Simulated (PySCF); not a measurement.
# BNH2Cl (SMILES N[B]Cl): levels of theory compared

Wanted: a comparison of 6 runs (UHF/3-21G, UHF/def2-SVP, UB2PLYP/6-31G*, UB3LYP/6-31G*, UPBE0/6-31G**, UMP2/6-311+G**) of BNH2Cl. 

Program for the calculation: PySCF 2.14.0.

### Step 1. The molecule

BNH2Cl has 5 atoms, charge 0, and is taken as a doublet. SMILES: `N[B]Cl`. The shape is that of a PBE0-D4/def2-TZVP optimisation. This is one conformer, not always the lowest.

Bond lengths: N1–B2 1.376 Å, B2–Cl3 1.746 Å, N1–H4 1.005 Å, N1–H5 1.010 Å. Angles: N1–B2–Cl3 124.3°, B2–N1–H4 122.3°, B2–N1–H5 123.4°, H4–N1–H5 114.3°.

### Step 2. Energy and forces at UHF/3-21G (run 1)

The input, geometry.xyz:

```xyz
5

N     -0.334000     0.412100    -0.256700
B     -0.098400    -0.544600     0.704400
Cl     1.343200    -1.526200     0.784600
H     -1.176700     0.959900    -0.273100
H      0.315800     0.625100    -1.000600
```

The input, job.py:

```python
# N[B]Cl
import pyscf.grad
from pyscf import gto, scf

mol = gto.M(
    atom='geometry.xyz',
    basis='3-21g',
    max_memory=1860,
    spin=1,
    verbose=4,
)

myscf = scf.UHF(mol)
myscf.conv_tol = 1e-10
myscf.kernel()
if not myscf.converged:
    myscf = myscf.newton().run(myscf.mo_coeff, myscf.mo_occ)

etot = myscf.e_tot
print('Final energy', etot)
grad = myscf.Gradients().kernel()
myscf.analyze()
```

Run with:

```console
$ OMP_NUM_THREADS=1 python job.py
```

What it wrote:

```text
PySCF version 2.14.0

[... 94 lines left out ...]
Final energy -537.1771654714731
[... 13 lines left out ...]
Nuclear Repulsion Energy =              77.618076135163804
[... 1 line left out ...]
Two-electron Energy =                  279.921629394221554
[... 1 line left out ...]
DFT Exchange-Correlation Energy =      -38.768511296251745
[... 4 lines left out ...]
MO #2   energy= -15.5088692193235  | -15.5106084661452  occ= 1 | 1
[... 2 lines left out ...]
MO #35  energy= 2.68951118031201   | 2.69047801701625   occ= 0 | 0
[... 59 lines left out ...]
Dipole moment(X, Y, Z, Debye): -1.75452,  2.68231, -1.86885
```

Run time: 0.86 s. Hardware: 1 thread of Arm Neoverse V2, shared host; peak memory 0.12 GiB.

### Step 3. Energy and forces at UHF/def2-SVP (run 2)

The input, run.py:

```python
import pyscf.grad
from pyscf import gto, scf

mol = gto.M(
    atom=[
    ('N', (-0.334000, 0.412100, -0.256700)),
    ('B', (-0.098400, -0.544600, 0.704400)),
    ('Cl', (1.343200, -1.526200, 0.784600)),
    ('H', (-1.176700, 0.959900, -0.273100)),
    ('H', (0.315800, 0.625100, -1.000600)),
],
    spin=1,
    max_memory=1860,
    verbose=3,
    charge=0,
    basis='def2-svp',
)

mf = scf.UHF(mol)
mf.conv_tol = 1e-10
mf.kernel()
if not mf.converged:
    mf = mf.newton().run(mf.mo_coeff, mf.mo_occ)

energy = mf.e_tot
print('E(%s) = %.9f' % ('HF', energy))
grad = mf.Gradients().kernel()
dip = mf.dip_moment()
pop, q = mf.mulliken_pop()
```

Run with:

```console
$ OMP_NUM_THREADS=1 python run.py
```

What it wrote:

```text
converged SCF energy = -539.624337010811  <S^2> = 0.75619436  2S+1 = 2.0061848
E(HF) = -539.624337011
--------------- UHF gradients ---------------
         x                y                z
0 N    -0.0000735619    -0.0068123356     0.0081659673
1 B     0.0098699038    -0.0043645166    -0.0022418059
2 Cl    -0.0096400967     0.0060506230     0.0000658065
3 H    -0.0053396971     0.0033695308     0.0000070717
4 H     0.0051834518     0.0017566984    -0.0059970396
----------------------------------------------
Dipole moment(X, Y, Z, Debye): -0.96017,  2.00384, -1.66081
 ** Mulliken pop       alpha | beta **
pop of  0 N 1s        0.99473 | 0.99466
pop of  0 N 2s        0.46811 | 0.46694
pop of  0 N 3s        0.18077 | 0.20055
pop of  0 N 2px       0.37894 | 0.38902
pop of  0 N 2py       0.41806 | 0.43213
pop of  0 N 2pz       0.40544 | 0.41714
pop of  0 N 3px       0.20953 | 0.21864
pop of  0 N 3py       0.26749 | 0.27864
pop of  0 N 3pz       0.23118 | 0.24998
pop of  0 N 3dxy      0.00250 | 0.00141
pop of  0 N 3dyz      0.00112 | 0.00093
pop of  0 N 3dz^2     0.00176 | 0.00105
pop of  0 N 3dxz      0.00230 | 0.00134
pop of  0 N 3dx2-y2    0.00098 | 0.00085
pop of  1 B 1s        0.99589 | 0.99497
pop of  1 B 2s        0.50158 | 0.29994
[... 33 lines of this table left out ...]
pop of  3 H 2py       0.00812 | 0.00832
pop of  3 H 2pz       0.00478 | 0.00506
pop of  4 H 1s        0.36427 | 0.34024
pop of  4 H 2s        0.05760 | 0.03899
pop of  4 H 2px       0.00908 | 0.00923
pop of  4 H 2py       0.00539 | 0.00559
pop of  4 H 2pz       0.01027 | 0.01080
In total            16.00000 | 15.00000
 ** Mulliken atomic charges   ( Nelec_alpha | Nelec_beta ) **
charge of  0N =     -0.21619  (     3.56289      3.65330 )
charge of  1B =      0.10601  (     2.95528      1.93872 )
charge of  2Cl =     -0.20118  (     8.61618      8.58500 )
charge of  3H =      0.16281  (     0.41905      0.41814 )
charge of  4H =      0.14855  (     0.44660      0.40485 )
```

Run time: 1.5 s. Hardware: 1 thread of Arm Neoverse V2, shared host; peak memory 0.13 GiB.

### Step 4. The energy at UB2PLYP/6-31G(d) (spherical functions) (run 3)

The input, job.py:

```python
from pyscf import gto, dft, mp

system = gto.Mole()
system.atom = '''
N     -0.631169     0.778756    -0.485093
B     -0.185949    -1.029145     1.331123
Cl     2.538280    -2.884100     1.482679
H     -2.223641     1.813948    -0.516084
H      0.596776     1.181268    -1.890860
'''
system.basis = '6-31g*'
system.max_memory = 1860
system.spin = 1
system.unit = 'bohr'
system.charge = 0
system.verbose = 3
system.build()

calc0 = dft.UKS(system, xc='0.53*HF + 0.47*B88, 0.73*LYP')
calc0.grids.level = 5
calc0.conv_tol = 1e-10
calc0.kernel()
if not calc0.converged:
    calc0 = calc0.newton().run(calc0.mo_coeff, calc0.mo_occ)

pt = mp.MP2(calc0, frozen=7).run()
e_tot = calc0.e_tot + 0.27 * pt.e_corr
print('PT2 part  %.8f' % (0.27 * pt.e_corr))
print('Final energy', e_tot)
calc0.analyze()
```

Run with:

```console
$ OMP_NUM_THREADS=1 python job.py
```

What it wrote:

```text
WARN: HOMO -0.129878551724657 >= LUMO -0.129878551724655

converged SCF energy = -540.636369224351  <S^2> = 0.75322587  2S+1 = 2.0032233
E(UMP2) = -541.061028462568  E_corr = -0.424659238216842
E(SCS-UMP2) = -541.048824800297  E_corr = -0.412455575946141
PT2 part  -0.11465799
Final energy -540.7510272186696
**** MO energy ****
                             alpha | beta                alpha | beta
MO #1   energy= -102.892373805405  | -102.891463568826  occ= 1 | 1
MO #2   energy= -14.8598352268407  | -14.8597700791955  occ= 1 | 1
MO #3   energy= -9.90447589692504  | -9.90351338419565  occ= 1 | 1
MO #4   energy= -7.54362672788921  | -7.54183247384941  occ= 1 | 1
MO #5   energy= -7.5388017094007   | -7.53837290393725  occ= 1 | 1
MO #6   energy= -7.53879315829047  | -7.53699546165615  occ= 1 | 1
MO #7   energy= -7.16040153692334  | -7.14460164152083  occ= 1 | 1
MO #8   energy= -1.01556253834163  | -1.01175492057752  occ= 1 | 1
MO #9   energy= -0.940798616458983 | -0.934266419802757 occ= 1 | 1
MO #10  energy= -0.614795794897749 | -0.603951999627368 occ= 1 | 1
[... 36 lines of this table left out ...]
MO #47  energy= 2.29495972465033   | 2.30285166108489   occ= 0 | 0
MO #48  energy= 2.33845310433845   | 2.34150625191336   occ= 0 | 0
MO #49  energy= 2.70227744268958   | 2.70738126507339   occ= 0 | 0
MO #50  energy= 2.71195257856771   | 2.72214852169695   occ= 0 | 0

To work with the spin densities directly, `use mulliken_meta_spin()` only printing them here.

 ** Mulliken spin pop alpha/beta on meta-lowdin orthogonal AOs **
 ** Mulliken Spin Density (per atom)  **
spin density of  0 N =     -0.03662
spin density of  1 B =      0.93747
spin density of  2 Cl =      0.05764
spin density of  3 H =      0.00244
spin density of  4 H =      0.03906
 ** Mulliken pop alpha/beta on meta-lowdin orthogonal AOs **
 ** Mulliken atomic charges   ( Nelec_alpha | Nelec_beta ) **
charge of  0N =     -0.41387  (     3.68863      3.72524 )
charge of  1B =      0.03695  (     2.95026      2.01279 )
charge of  2Cl =     -0.09539  (     8.57652      8.51887 )
charge of  3H =      0.24213  (     0.38016      0.37771 )
charge of  4H =      0.23018  (     0.40444      0.36538 )
Dipole moment(X, Y, Z, Debye): -1.15065,  2.15127, -1.69256
```

Wall time 11 s (1 thread of Arm Neoverse V2, shared host); peak memory 0.29 GiB.

Runs 4 to 5 aren't shown in full; the table further down has their settings and results.

### Step 5. Energy and gradient at UMP2/6-311+G(d,p) (run 6)

The input, start.xyz:

```xyz
5

N     -0.334000     0.412100    -0.256700
B     -0.098400    -0.544600     0.704400
Cl     1.343200    -1.526200     0.784600
H     -1.176700     0.959900    -0.273100
H      0.315800     0.625100    -1.000600
```

The input, run.py:

```python
# N[B]Cl
import pyscf.grad
from pyscf import gto, mp

molecule = gto.Mole()
molecule.atom = 'start.xyz'
molecule.spin = 1
molecule.max_memory = 1860
molecule.verbose = 4
molecule.basis = '6-311+g**'
molecule.charge = 0
molecule.build()

calc0 = molecule.UHF()
calc0.conv_tol = 1e-10
calc0.kernel()
if not calc0.converged:
    calc0 = calc0.newton().run(calc0.mo_coeff, calc0.mo_occ)

pt = mp.MP2(calc0, frozen=7).run()
e_final = pt.e_tot
print('Final energy', e_final)
grad = pt.Gradients().kernel()
dip = calc0.dip_moment()
pop, q = calc0.mulliken_pop()
```

Run with:

```console
$ OMP_NUM_THREADS=1 python run.py
```

What it wrote:

```text
PySCF version 2.14.0

[... 97 lines left out ...]
converged SCF energy = -539.861407378286  <S^2> = 0.75629198  2S+1 = 2.0062821
[... 8 lines left out ...]
Final energy -540.2467232752922
[... 8 lines left out ...]
Dipole moment(X, Y, Z, Debye): -1.08329,  2.02646, -1.59482
[... 11 lines left out ...]
charge of  4H =      0.27074  (     0.38582      0.34344 )
```

Run time: 9.3 s. Hardware: 1 thread of Arm Neoverse V2, shared host; peak memory 0.73 GiB.

### Step 6. The series

```tsv
run	level	task	frozen core orbitals	energy (Eh)	dipole moment (D) of the reference	HOMO energy (eV)	LUMO energy (eV)	wall time
1	UHF/3-21G	gradient	–	-537.177165	3.71	-9.34	3.27	0.86 s
2	UHF/def2-SVP	gradient	–	-539.624337	2.77	-9.16	2.91	1.5 s
3	UB2PLYP/6-31G* (spherical functions)	energy	7	-540.751027	2.97	-6.91	0.67	11 s
4	UB3LYP/6-31G* (spherical functions)	gradient	–	-541.006440	2.95	-5.30	-1.17	13 s
5	UPBE0/6-31G** (spherical functions)	gradient	–	-540.748818	3.00	-5.66	-0.72	15 s
6	UMP2/6-311+G**	gradient	7	-540.246723	2.80	-9.39	1.05	9.3 s
```

### Step 7. Results

| quantity | value |
| --- | --- |
| run 6: total energy | -540.24672 Eh |
| run 6: dipole moment (Hartree–Fock density) | 2.80 D |
| run 6: HOMO energy (Hartree–Fock orbitals) (highest over α and β) | -9.39 eV |
| run 6: LUMO energy (Hartree–Fock orbitals) (lowest over α and β) | 1.05 eV |
| run 6: correlation energy (7 core orbitals frozen) | -385.3 mEh |
| run 6: ⟨S²⟩ of the reference determinant | 0.756 |
| run 6: largest force on an atom | 0.449 eV/Å |

What this shows: Over runs 1, 2, 3, 4, 5 the dipole moment (its size) runs from 2.77 D (UHF/def2-SVP) to 3.71 D (UHF/3-21G). Totals of different functionals can't be ranked against each other. All runs together took 50 s, the longest 15 s.
